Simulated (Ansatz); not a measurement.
## Si–AsH₂⁺, quintet: the ladder up to UCCSDT(Q)

Geometry: that of the Si–AsH2, quartet, kept fixed. The triplet lies 3.2 eV lower here.

```xyz
4

Si    0.0386    0.0000    1.7775
As   -0.0412    0.0000   -0.6421
H     0.9933    1.0941   -0.9003
H     0.9933   -1.0941   -0.9003
```

Basis cc-pVDZ; Ansatz 0.2.0. Correlated methods freeze the noble-gas cores and the filled d shells of p-block atoms, which leaves 10 electrons in 36 orbitals. Prefix R: restricted or restricted open-shell reference; prefix U: unrestricted. Active spaces: valence = (10e, 10o) chosen from the atoms' valence shells. No spin–orbit coupling is included, and no scalar relativity.

Full CI isn't at hand for all of this; UCCSDT(Q) serves as the reference, and is uncertain by the last step of the cluster series or more. The frozen core follows each run's orbitals, which can shift R against U totals by a few meV for light atoms and by up to 0.1 eV past Ca.

```
UHF ⟨S²⟩                          : 6.007
T1 diagnostic (RCCSD)             : 0.0338
largest doubles amplitude (RCCSD) : 0.049
T1 diagnostic (UCCSD)             : 0.0301
```

```csv
level,E − E(UCCSDT(Q)) (kcal/mol),wall time
UHF,103.87,–
UMP2,25.34,–
UCCSD,4.21,–
UCCSD(T),1.04,6 s
UCCSDT,0.16,–
```

Run but not shown, since their state, orbitals or frozen core can't be matched to the reference's or they repeat it: RHF, RMP2, CISD, RCCSD, RCCSD(T), BCCD(T), RCCSDT, RCCSDT(Q), CASSCF (valence space), NEVPT2 (valence space), MRCISD (valence space), MRCISD+Q (valence space).

Times hold each run's SCF and search for its determinant on a shared host, so for small cases they say little of a method's own cost; they ran on 1 thread of Arm Neoverse V1. Some runs computed forces too.

Natural occupations of CASSCF (valence space) about the gap: 1.983 1.964 1.961 1.009 1.000 0.999 0.997 0.035 0.029 0.024; effectively unpaired electrons, Σ n²(2−n)², 4.02.
